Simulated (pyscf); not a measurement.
H₂B–NH₂ (SMILES BN) + SiH₄ (SMILES [SiH4]) -> H₂B–NH–SiH₃ (SMILES BN[SiH3]) + H₂ (SMILES [H][H]) (four-centre exchange; singlet surface; H–N, H–Si broken, N–Si, H–H formed). Structures and frequencies: ωB97X-D3(BJ)/def2-SVP in PySCF. Energies in kJ/mol from the separated reactants.

```tsv
level	barrier	reaction energy
ωB97X-D3(BJ)/def2-TZVP	___	-19.2
PBE/def2-TZVP	223.7	-6.0
B3LYP-D3(BJ)/def2-TZVP	___	___
PBE0-D3(BJ)/def2-TZVP	226.6	-10.4
ωB97M-D3(BJ)/def2-TZVP	240.5	-13.4
HF/def2-TZVP	315.3	-3.6
```

### Question
What belongs in the gaps?

### Answer

- ωB97X-D3(BJ)/def2-TZVP, barrier: 237.4
- B3LYP-D3(BJ)/def2-TZVP, barrier: 241.5
- B3LYP-D3(BJ)/def2-TZVP, reaction energy: -14.3

The functionals in the table span 17.8 kJ/mol in this barrier, from PBE to B3LYP-D3(BJ). The same reactants have a lower exit, to BH₃ + H₂N–SiH₃ (highest point, the separated products, at +116.0 kJ/mol at ωB97M-D3(BJ)/def2-TZVP, against +240.5 kJ/mol here). One saddle was located; it need not be the lowest between these sides.
